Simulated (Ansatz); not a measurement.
Reaction (SMILES): Cl (HCl) → HCl+ (doublet, bonded as Cl) + e-
B3LYP-D3(BJ)/def2-TZVP geometries, fixed; electronic energies without zero-point terms.

Basis-set convergence of the adiabatic ionisation energy at PBE0 with Ansatz (a program for electronic structure). All functions are spherical. The program fits the integrals of some runs and decomposes those of others, by size. Open shells are unrestricted. No added dispersion term, no relativity. Functions are those of the species that has most. Reference: the value in aug-cc-pV(5+d)Z, 12.672 eV, itself unsure by roughly 0.002 eV (its mean distance from pcseg-4, aug-pcseg-3, aug-cc-pV(Q+d)Z). Deviations are taken from unrounded values.

| basis | functions | adiabatic ionisation energy (eV) | minus reference (eV) |
|---|---|---|---|
| def2-SV(P) | 20 | 12.588 | -0.084 |
| def2-SVP | 23 | 12.571 | -0.102 |
| def2-SVPD | 35 | 12.789 | 0.116 |
| def2-TZVP | 43 | 12.651 | -0.021 |
| def2-TZVPD | 55 | 12.679 | 0.006 |
| def2-TZVPP | 56 | 12.657 | -0.015 |
| def2-TZVPPD | 68 | 12.681 | 0.009 |
| def2-QZVPP | 100 | 12.669 | -0.004 |
| def2-QZVPPD | 112 | 12.673 | 0.001 |

The smallest set listed that lies within 0.05 eV of the reference with all its larger relatives (same family, alike in diffuse functions; a set with none counts only in the reference's own line) is def2-TZVP (43 functions, -0.021 eV off).
